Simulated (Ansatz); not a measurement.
`C=C(N)C#N` + H₂ → `C=CC#N` + NH₃ at 600 K and 1 bar (hydrogenolysis of a C–N bond).

Isolated molecules relaxed with PBE0-D4/def2-TZVP in Ansatz; ΔE leaves out vibrations. CBS: MP2 limit from def2 TZ/QZ plus the TZ coupled-cluster correction, frozen cores. This one scheme is used for every species. One conformer a species, not always the lowest.

```tsv
species	CCSD(T)/CBS energy (Eh)	H − E (kJ/mol)	S (J/(mol·K))
`C=C(N)C#N`	-225.92454	228.2	375.1
H₂	-1.17544	43.9	150.8
`C=CC#N`	-170.61843	171.3	327.4
NH₃	-56.50880	112.4	219.5
```

H − E and S are ideal-gas, rigid-rotor, harmonic terms from PBE0-D4/def2-TZVP, for one conformer and one mirror image of each species. The MP2-based limit puts H₂ 0.8 mEh under its directly extrapolated value; such offsets cancel only in part. 1 Eh = 2625.50 kJ/mol, R = 8.31446 J/(mol·K).

Q: By hand: ΔE, ΔH, ΔS and ΔG.

A: ΔE = (-170.61843) + (-56.50880) − (-225.92454) − (-1.17544) = -0.02725 Eh = -71.5 kJ/mol. Δ(H − E) = 171.3 + 112.4 − 228.2 − 43.9 = 11.6, so ΔH = -59.9 kJ/mol. ΔS = 327.4 + 219.5 − 375.1 − 150.8 = 21.0 J/(mol·K). ΔG = -59.9 − 600 × (21.0)/1000 = -72.5 kJ/mol.

Q: By hand: the equilibrium constant, and the temperature at which ΔG would vanish if ΔH and ΔS stayed fixed.

A: log₁₀ K = −ΔG/(RT ln 10) = 6.3. ΔH and −TΔS have one sign here, so there is no such temperature.

ΔH outweighs TΔS. A doubt of 5 kJ/mol in ΔE shifts log₁₀ K by 0.4 here. Other conformers and mirror images would add mixing entropy, several J/(mol·K) or more a flexible species. These are equilibria of isolated gas molecules and say nothing of rates. Largest T1 diagnostic: 0.014 (customary marks: 0.02 for closed shells, 0.045 for open ones).
